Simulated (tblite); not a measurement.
A geometry optimisation, step by step.

Species: C4H7FN (doublet state).
Numbering: `[CH2:1]=[N:2][CH2:3][CH:4][CH2:5][F:6]` (hydrogens: H7, H8 on C1; H9, H10 on C3; H11 on C4; H12, H13 on C5)
Bond orders are those of one Lewis drawing.

Computed with GFN2-xTB (tblite), gas phase: L-BFGS steps from a force-field or distance-geometry start until the largest atomic force falls under 0.01 eV/Å. 11 of its 92 geometries are shown.

Step 0: E = -534.7262 eV, largest atomic force 4.102 eV/Å
```
atom  x, y, z in Å  |  force x, y, z in eV/Å
C1      2.445   -0.349   -0.453   -4.020   0.812  -0.053
N2      1.161   -0.159   -0.643    3.497  -0.451   0.012
C3      0.365    0.365    0.439    0.261   0.341  -0.099
C4     -0.880   -0.455    0.486   -0.119   0.359   1.718
C5     -2.026   -0.013   -0.333    0.362  -0.033  -0.266
F6     -1.637    1.138   -1.006   -0.974  -0.525  -0.253
H7      2.814   -0.070    0.527    0.724  -0.153   0.062
H8      3.073   -0.739   -1.234   -0.156   0.043   0.079
H9      0.939    0.413    1.400   -0.423  -0.235  -0.346
H10     0.084    1.422    0.166    0.386  -0.709   0.091
H11    -1.112   -0.940    1.443    0.145  -0.040  -0.649
H12    -2.950    0.211    0.234    0.300   0.120  -0.006
H13    -2.282   -0.823   -1.042    0.016   0.471  -0.290
```

Step 9: E = -535.1410 eV, largest atomic force 0.245 eV/Å
```
atom  x, y, z in Å  |  force x, y, z in eV/Å
C1      2.414   -0.328   -0.423   -0.145  -0.064   0.016
N2      1.191   -0.164   -0.619    0.108  -0.041  -0.035
C3      0.368    0.380    0.451    0.128  -0.049  -0.059
C4     -0.921   -0.330    0.587    0.101   0.152  -0.048
C5     -2.036   -0.006   -0.335    0.061  -0.063   0.116
F6     -1.778    1.111   -1.093   -0.095  -0.032   0.120
H7      2.919   -0.110    0.528    0.041  -0.010  -0.053
H8      3.023   -0.715   -1.228   -0.047   0.029   0.030
H9      0.935    0.364    1.395   -0.124   0.136   0.073
H10     0.163    1.413    0.130    0.100  -0.055   0.121
H11    -1.092   -1.010    1.407   -0.021   0.045  -0.240
H12    -2.946    0.201    0.251   -0.091  -0.028  -0.186
H13    -2.243   -0.806   -1.068   -0.015  -0.021   0.145
```

Step 18: E = -535.1762 eV, largest atomic force 0.081 eV/Å
```
atom  x, y, z in Å  |  force x, y, z in eV/Å
C1      2.421   -0.349   -0.419   -0.065  -0.012   0.030
N2      1.197   -0.177   -0.596    0.030  -0.003  -0.003
C3      0.382    0.402    0.464    0.018   0.012  -0.013
C4     -0.931   -0.262    0.599    0.018   0.014  -0.006
C5     -2.052    0.005   -0.328    0.006  -0.029   0.037
F6     -1.852    1.122   -1.098   -0.003  -0.044   0.027
H7      2.954   -0.128    0.514    0.005   0.008  -0.008
H8      3.014   -0.733   -1.238   -0.063  -0.030   0.033
H9      0.914    0.396    1.427    0.034  -0.010   0.025
H10     0.233    1.441    0.146   -0.058   0.034  -0.022
H11    -1.075   -1.049    1.319    0.039   0.020  -0.068
H12    -2.995    0.170    0.219    0.005  -0.006   0.015
H13    -2.216   -0.836   -1.024    0.034   0.047  -0.047
```

Step 27: E = -535.1905 eV, largest atomic force 0.077 eV/Å
```
atom  x, y, z in Å  |  force x, y, z in eV/Å
C1      2.388   -0.382   -0.401   -0.013   0.029  -0.019
N2      1.175   -0.149   -0.584   -0.001  -0.028   0.012
C3      0.381    0.464    0.468    0.002   0.002  -0.001
C4     -0.911   -0.240    0.599    0.019   0.046  -0.020
C5     -2.038    0.004   -0.325    0.012  -0.026   0.031
F6     -1.886    1.153   -1.056   -0.024  -0.011   0.038
H7      2.948   -0.124    0.507   -0.028  -0.071   0.012
H8      2.939   -0.858   -1.199    0.030   0.027   0.000
H9      0.922    0.461    1.427   -0.002   0.047   0.011
H10     0.203    1.498    0.153    0.009   0.008  -0.058
H11    -0.981   -1.112    1.222   -0.017  -0.054   0.035
H12    -2.989    0.102    0.223   -0.007   0.006  -0.005
H13    -2.155   -0.818   -1.052    0.019   0.025  -0.037
```

Step 36: E = -535.2028 eV, largest atomic force 0.099 eV/Å
```
atom  x, y, z in Å  |  force x, y, z in eV/Å
C1      2.354   -0.431   -0.377    0.054   0.080  -0.021
N2      1.160   -0.130   -0.580    0.026  -0.039  -0.009
C3      0.377    0.516    0.456    0.004   0.017  -0.060
C4     -0.891   -0.231    0.614    0.030   0.020  -0.030
C5     -2.022   -0.001   -0.310    0.020   0.000   0.028
F6     -1.930    1.205   -0.956   -0.064   0.026   0.014
H7      2.904   -0.215    0.547    0.007  -0.070   0.022
H8      2.901   -0.904   -1.180    0.018  -0.031   0.035
H9      0.927    0.596    1.409   -0.020  -0.070  -0.032
H10     0.168    1.519    0.075   -0.053   0.066   0.011
H11    -0.898   -1.159    1.159   -0.006   0.022   0.040
H12    -2.982    0.004    0.229   -0.015  -0.033  -0.025
H13    -2.072   -0.768   -1.103   -0.001   0.012   0.026
```

Step 46: E = -535.2282 eV, largest atomic force 0.183 eV/Å
```
atom  x, y, z in Å  |  force x, y, z in eV/Å
C1      2.334   -0.504   -0.331    0.032   0.030   0.043
N2      1.208   -0.044   -0.622    0.065  -0.163  -0.026
C3      0.380    0.603    0.377    0.036   0.044  -0.060
C4     -0.841   -0.205    0.589    0.008   0.121  -0.036
C5     -2.021   -0.010   -0.280   -0.028   0.051  -0.050
F6     -2.131    1.288   -0.730    0.042  -0.117  -0.013
H7      2.822   -0.435    0.652   -0.130   0.007  -0.058
H8      2.896   -1.003   -1.109   -0.022   0.027   0.008
H9      0.934    0.747    1.317   -0.027  -0.006   0.070
H10     0.097    1.569   -0.047    0.042   0.092   0.023
H11    -0.772   -1.136    1.119   -0.017  -0.075   0.058
H12    -2.972   -0.222    0.231    0.124  -0.135   0.006
H13    -1.940   -0.648   -1.183   -0.125   0.125   0.035
```

Step 55: E = -535.2516 eV, largest atomic force 0.051 eV/Å
```
atom  x, y, z in Å  |  force x, y, z in eV/Å
C1      2.306   -0.559   -0.295    0.039  -0.010   0.009
N2      1.243   -0.005   -0.653    0.004  -0.014  -0.008
C3      0.401    0.669    0.318    0.024   0.008  -0.007
C4     -0.794   -0.172    0.542   -0.006  -0.008  -0.003
C5     -2.013   -0.022   -0.275   -0.042   0.014  -0.025
F6     -2.290    1.297   -0.563    0.004  -0.030   0.034
H7      2.706   -0.555    0.727   -0.032   0.003  -0.040
H8      2.888   -1.078   -1.046   -0.023   0.018   0.034
H9      0.942    0.833    1.265   -0.024   0.002   0.002
H10     0.112    1.628   -0.119    0.003   0.001  -0.017
H11    -0.691   -1.088    1.097    0.022  -0.022   0.013
H12    -2.892   -0.428    0.242    0.009   0.025  -0.021
H13    -1.922   -0.520   -1.259    0.021   0.013   0.029
```

Step 64: E = -535.2550 eV, largest atomic force 0.056 eV/Å
```
atom  x, y, z in Å  |  force x, y, z in eV/Å
C1      2.282   -0.593   -0.272    0.052  -0.002   0.020
N2      1.265    0.018   -0.667   -0.046   0.015  -0.009
C3      0.404    0.705    0.278    0.013   0.003   0.003
C4     -0.765   -0.166    0.527   -0.008   0.001  -0.003
C5     -2.002   -0.028   -0.262   -0.014   0.011  -0.006
F6     -2.358    1.295   -0.432   -0.005   0.009   0.005
H7      2.627   -0.627    0.768    0.002  -0.006  -0.011
H8      2.874   -1.122   -1.004    0.008  -0.009   0.011
H9      0.931    0.908    1.223    0.023   0.016  -0.008
H10     0.093    1.642   -0.190   -0.006  -0.012   0.006
H11    -0.618   -1.080    1.076   -0.010  -0.011  -0.006
H12    -2.852   -0.523    0.222   -0.003  -0.011   0.001
H13    -1.886   -0.429   -1.285   -0.006  -0.003  -0.003
```

Step 73: E = -535.2555 eV, largest atomic force 0.022 eV/Å
```
atom  x, y, z in Å  |  force x, y, z in eV/Å
C1      2.280   -0.601   -0.264    0.022  -0.001   0.004
N2      1.272    0.021   -0.670   -0.020   0.005  -0.005
C3      0.406    0.713    0.267   -0.001  -0.001   0.001
C4     -0.759   -0.162    0.523    0.004  -0.005  -0.006
C5     -2.002   -0.027   -0.258    0.000   0.008   0.007
F6     -2.383    1.293   -0.394   -0.002   0.008   0.001
H7      2.610   -0.646    0.779    0.003   0.006   0.006
H8      2.877   -1.134   -0.989    0.000  -0.003   0.000
H9      0.936    0.931    1.208   -0.005  -0.002   0.003
H10     0.088    1.643   -0.208    0.005  -0.005  -0.008
H11    -0.607   -1.079    1.065    0.003  -0.007   0.000
H12    -2.840   -0.550    0.217   -0.007  -0.002   0.002
H13    -1.883   -0.400   -1.291   -0.003   0.002  -0.004
```

Step 82: E = -535.2571 eV, largest atomic force 0.050 eV/Å
```
atom  x, y, z in Å  |  force x, y, z in eV/Å
C1      2.321   -0.589   -0.246    0.008  -0.013   0.015
N2      1.285   -0.028   -0.668   -0.012  -0.003   0.003
C3      0.403    0.676    0.242   -0.001   0.005  -0.005
C4     -0.769   -0.186    0.499   -0.005   0.000   0.007
C5     -2.028   -0.007   -0.246   -0.005   0.008   0.009
F6     -2.394    1.322   -0.332    0.003   0.003   0.019
H7      2.667   -0.567    0.793   -0.003   0.001   0.001
H8      2.927   -1.138   -0.952    0.008   0.011   0.000
H9      0.915    0.918    1.189    0.021  -0.005  -0.014
H10     0.089    1.595   -0.256    0.011   0.029   0.000
H11    -0.628   -1.117    1.020    0.028  -0.017   0.021
H12    -2.859   -0.535    0.234   -0.021   0.007  -0.028
H13    -1.933   -0.344   -1.293   -0.032  -0.026  -0.028
```

Step 91: E = -535.2582 eV, largest atomic force 0.010 eV/Å
```
atom  x, y, z in Å  |  force x, y, z in eV/Å
C1      2.347   -0.584   -0.229    0.001   0.003   0.003
N2      1.299   -0.061   -0.671    0.002   0.002   0.000
C3      0.402    0.654    0.215   -0.004   0.000  -0.001
C4     -0.773   -0.205    0.475    0.002  -0.001  -0.002
C5     -2.047    0.003   -0.238    0.004   0.006   0.007
F6     -2.407    1.339   -0.262   -0.001  -0.001  -0.001
H7      2.688   -0.523    0.810   -0.006   0.000   0.003
H8      2.971   -1.136   -0.917    0.000   0.000  -0.002
H9      0.905    0.911    1.163    0.000  -0.002  -0.004
H10     0.095    1.567   -0.299    0.003   0.001  -0.001
H11    -0.630   -1.134    0.999   -0.001  -0.004  -0.004
H12    -2.874   -0.537    0.236    0.001   0.002   0.002
H13    -1.981   -0.293   -1.300   -0.001  -0.004   0.000
```

Question: Summarise the path.

Answer: The energy falls by 12.27 kcal/mol from step 0 to step 91; nine tenths of that is first reached at step 38. It falls at every step. The largest force goes from 4.102 to 0.010 eV/Å. Among the bonds C1=N2 changes most, from 1.312 to 1.251 Å; the atoms move by 0.563 Å rms after alignment.

Question: Follow the three bonds and two angles with the largest change from start to end.

Answer: 
| step | E above end (kcal/mol) | largest force (eV/Å) | C1=N2 (Å) | C3–H10 (Å) | C4–H11 (Å) | N2–C1–H7 (°) | H7–C1–H8 (°) |
| --- | --- | --- | --- | --- | --- | --- | --- |
| 0 | 12.27 | 4.102 | 1.312 | 1.127 | 1.098 | 115.3 | 123.5 |
| 4 | 4.02 | 0.387 | 1.251 | 1.091 | 1.072 | 122.9 | 117.2 |
| 8 | 2.88 | 0.261 | 1.248 | 1.103 | 1.079 | 124.4 | 116.8 |
| 12 | 2.07 | 0.181 | 1.249 | 1.097 | 1.074 | 124.6 | 117.3 |
| 16 | 1.93 | 0.082 | 1.248 | 1.099 | 1.075 | 125.1 | 116.8 |
| 20 | 1.82 | 0.130 | 1.250 | 1.096 | 1.077 | 124.4 | 116.4 |
| 24 | 1.65 | 0.119 | 1.248 | 1.099 | 1.075 | 125.2 | 116.2 |
| 28 | 1.55 | 0.076 | 1.249 | 1.095 | 1.077 | 124.9 | 117.2 |
| 32 | 1.42 | 0.124 | 1.248 | 1.097 | 1.077 | 124.8 | 117.3 |
| 36 | 1.28 | 0.099 | 1.249 | 1.093 | 1.076 | 124.6 | 117.4 |
| 40 | 1.09 | 0.157 | 1.249 | 1.095 | 1.077 | 125.1 | 116.7 |
| 44 | 0.83 | 0.163 | 1.252 | 1.094 | 1.078 | 125.9 | 116.5 |
| 47 | 0.60 | 0.199 | 1.248 | 1.090 | 1.076 | 125.6 | 116.1 |
| 51 | 0.25 | 0.122 | 1.251 | 1.094 | 1.079 | 124.5 | 117.5 |
| 55 | 0.15 | 0.051 | 1.251 | 1.092 | 1.076 | 125.1 | 116.8 |
| 59 | 0.11 | 0.082 | 1.252 | 1.092 | 1.076 | 125.1 | 116.7 |
| 63 | 0.08 | 0.039 | 1.251 | 1.092 | 1.077 | 124.9 | 117.0 |
| 67 | 0.07 | 0.024 | 1.251 | 1.092 | 1.077 | 124.9 | 117.0 |
| 71 | 0.06 | 0.018 | 1.251 | 1.091 | 1.076 | 124.9 | 116.9 |
| 75 | 0.06 | 0.017 | 1.251 | 1.092 | 1.077 | 124.9 | 116.9 |
| 79 | 0.05 | 0.063 | 1.252 | 1.092 | 1.077 | 125.0 | 116.9 |
| 83 | 0.02 | 0.051 | 1.250 | 1.092 | 1.075 | 124.9 | 117.0 |
| 87 | 0.00 | 0.022 | 1.251 | 1.092 | 1.076 | 124.8 | 117.1 |
| 91 | 0.00 | 0.010 | 1.251 | 1.092 | 1.076 | 124.9 | 116.9 |

What follows is the cost of the whole relaxation. Time: 0.38 s wall. Hardware: Arm Neoverse V1, one thread, shared host with 32 logical CPUs at a one-minute load of 16.
